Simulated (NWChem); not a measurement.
System: CH2 cation, doublet

```xyz
3

C      0.0000     0.0000    -0.0914
H      1.0358     0.0000     0.2742
H     -1.0358     0.0000     0.2742
```
Atoms are numbered in this order, from 1.

Program: NWChem. Spin-unrestricted. Coordinates come from a PBE0-D3(BJ)/def2-TZVP, spin-unrestricted optimisation. No stability test was run on the SCF state.

### Question
Estimate the computed values for B97-2/def2-TZVP. Quantities: highest occupied level (eV); lowest empty minus highest occupied level, either spin (eV); <S²>.

### Answer
| Quantity | Result |
|---|---|
| highest occupied level (eV) | -17.98 |
| lowest empty minus highest occupied level, either spin (eV) | 4.25 |
| <S²> | 0.752 |
